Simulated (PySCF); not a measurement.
Process, species as SMILES: C=CC → [CH-]=CC + H+
B3LYP-D3(BJ)/def2-TZVP geometries, fixed; electronic energies without zero-point terms.
Largest species:
```
C
C 1 1.3267
H 2 1.0824 1 121.67
H 2 1.0845 3 116.84 1 180.00
H 1 1.0871 2 118.81 3 0.00
C 1 1.4957 5 116.00 2 180.00
H 6 1.0909 1 111.47 5 -180.00
H 6 1.0939 7 108.29 1 -122.37
H 6 1.0939 7 108.29 8 -115.25
```
Charge 0, spin multiplicity 1.

Effect of the auxiliary basis of density fitting at HF/def2-SVP with PySCF, against the last row, where the deprotonation energy is 431.48 kcal/mol. The proton leaves the site shown, which need not be the most acidic.

```json
[
 {"setting": "density fitting: autoaux", "fitting functions, largest species": "453", "largest shift of a total energy (mEh)": "0.156", "shift of the deprotonation energy (kcal/mol)": "0.026"},
 {"setting": "density fitting: def2-universal-jkfit", "fitting functions, largest species": "333", "largest shift of a total energy (mEh)": "0.040", "shift of the deprotonation energy (kcal/mol)": "0.006"},
 {"setting": "density fitting: cc-pvtz-jkfit", "fitting functions, largest species": "417", "largest shift of a total energy (mEh)": "0.016", "shift of the deprotonation energy (kcal/mol)": "0.003"},
 {"setting": "density fitting: cc-pvqz-jkfit", "fitting functions, largest species": "624", "largest shift of a total energy (mEh)": "-0.004", "shift of the deprotonation energy (kcal/mol)": "0.003"},
 {"setting": "density fitting: none", "fitting functions, largest species": "-", "largest shift of a total energy (mEh)": "0.000", "shift of the deprotonation energy (kcal/mol)": "0.000"}
]
```

Within 0.02 kcal/mol in the deprotonation energy: density fitting: def2-universal-jkfit; density fitting: cc-pvtz-jkfit; density fitting: cc-pvqz-jkfit. The largest shift is 0.156 mEh in a total energy and 0.026 kcal/mol in the difference.
